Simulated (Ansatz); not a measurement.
Reaction: NH3 (azane, SMILES N) → NH2 (SMILES [NH2], doublet) + H (doublet) (the H-N bond breaks)
Each species at its own B3LYP-D3(BJ)/def2-TZVP minimum (Ansatz, a first-principles code).

Total energies in hartree (Ansatz). UHF or UKS for unpaired electrons; spin-orbit terms are left out. Cores are frozen in correlated methods. No relativity. For partners of very few electrons the exact lower level stands in for a higher one.

| species | HF/cc-pVTZ | CCSD(T)/cc-pVTZ | HF/cc-pVQZ | CCSD(T)/cc-pVQZ | CCSDT(Q)/cc-pVQZ |
|---|---|---|---|---|---|
| 1: NH3 (azane, SMILES N) | -56.21775 | -56.47304 | -56.22299 | -56.49297 | -56.49347 |
| 2: NH2 (SMILES [NH2], doublet) | -55.58579 | -55.79359 | -55.59045 | -55.81078 | -55.81140 |
| 3: H (doublet) | -0.49981 | -0.49981 | -0.49995 | -0.49995 | -0.49995 |

Problem. Work out the bond dissociation energy (electronic) in kJ/mol: take Hartree-Fock from cc-pVQZ, extrapolate the CCSD(T) correlation energy as X^-3 (X = 3, 4), and add CCSDT(Q) - CCSD(T) in cc-pVQZ. 1 hartree = 2625.5 kJ/mol.

Solution. 
Species 1: correlation (64·(-0.26998) - 27·(-0.25529))/37 = -0.28070; step -0.00050; E1 = -56.22299 + (-0.28070) + (-0.00050) = -56.50419
Species 2: correlation (64·(-0.22033) - 27·(-0.20780))/37 = -0.22947; step -0.00062; E2 = -55.59045 + (-0.22947) + (-0.00062) = -55.82054
Species 3: correlation (64·(0.00000) - 27·(0.00000))/37 = 0.00000; step +0.00000; E3 = -0.49995 + (0.00000) + (+0.00000) = -0.49995
-1·E1 +1·E2 +1·E3 = 0.18370 hartree = 482.3 kJ/mol.
